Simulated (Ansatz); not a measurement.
C₂H₇N₃O, SMILES C=NC(N)(N)O, a ranking of conformers

Program: the Ansatz DFT code, driven from Python.

Run as a notebook:

**Cell 1**
```python
import ansatz as az
from rdkit import Chem
from rdkit.Chem import AllChem
```

**Cell 2**
```python
params = {
    "basis": "6-31G*",
    "functional": "b3lyp",
}
```

**Cell 3**
```python
rd = Chem.AddHs(Chem.MolFromSmiles("C=NC(N)(N)O"))
ids = list(AllChem.EmbedMultipleConfs(rd, numConfs=20, randomSeed=744, pruneRmsThresh=0.4))
field = [energy for _, energy in AllChem.MMFFOptimizeMoleculeConfs(rd)]
distinct = {round(e, 2): i for i, e in zip(ids, field)}
chosen = sorted(distinct.items())[:4]
found = []
for force_field, index in chosen:
    molecule = az.Crystal.molecule()
    for atom, xyz in zip(rd.GetAtoms(), rd.GetConformer(index).GetPositions()):
        molecule = molecule.atom(atom.GetSymbol(), xyz.round(5).tolist())
    setup = molecule.calculation().basis(gaussian=params["basis"]).functional(params["functional"])
    found.append(setup.run().report["free_energy_ev"])
print("conformer   MMFF (kcal/mol)   this level (eV)")
for (force_field, index), e in zip(chosen, found):
    print(f"{index:9d} {force_field - chosen[0][0]:17.2f} {(e - min(found)):17.3f}")
```
Output:
```text
conformer   MMFF (kcal/mol)   this level (eV)
        0              0.00             0.000
        1              3.40             0.211
```

Notes:
- The conformers keep their force-field geometries.
- b3lyp holds the VWN-RPA fit, as in Gaussian; the form of ORCA and Turbomole is b3lyp5.
- Run time: 7.9 s on 1 thread of Arm Neoverse V2 (shared host), peak memory 0.33 GiB.
